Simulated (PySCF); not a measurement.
Exercise with solution: dipole moment from atomic charges

methylamine (CH5N), SMILES NC. Atoms are numbered in the order given.

```xyz
7

C     -0.7067    -0.0174     0.0000
N      0.7492     0.1204     0.0000
H     -1.1149     0.4853     0.8783
H     -1.1149     0.4853    -0.8783
H     -1.0785    -1.0515     0.0000
H      1.1521    -0.3286     0.8136
H      1.1521    -0.3286    -0.8136
```
Charge 0, spin multiplicity 1.

Geometry: B3LYP-D3(BJ)/def2-TZVP.

Charges (e) from ωB97X/def2-TZVPD in PySCF:

```json
[
 {"atom": "C1", "ESP fit": "0.218", "IAO": "-0.298"},
 {"atom": "N2", "ESP fit": "-0.913", "IAO": "-0.602"},
 {"atom": "H3", "ESP fit": "0.028", "IAO": "0.144"},
 {"atom": "H4", "ESP fit": "0.028", "IAO": "0.144"},
 {"atom": "H5", "ESP fit": "-0.043", "IAO": "0.112"},
 {"atom": "H6", "ESP fit": "0.341", "IAO": "0.250"},
 {"atom": "H7", "ESP fit": "0.341", "IAO": "0.250"}
]
```

The dipole moment of the full density is 1.34 D.

Task: What dipole moment does each set of point charges give, and which comes closer to that of the density?

Result: 
μ = Σ q r, and 1 e Å = 4.8032 D.
ESP fit: Σ q r = (-0.068, -0.265, 0.000) e Å, |μ| = 1.32 D.
IAO: Σ q r = (-0.106, -0.210, 0.000) e Å, |μ| = 1.13 D.
ESP fit comes closer in size. Point charges leave out the atoms' own dipoles (lone pairs, polarised bonds); fits to the potential absorb them, partitions of the density don't.
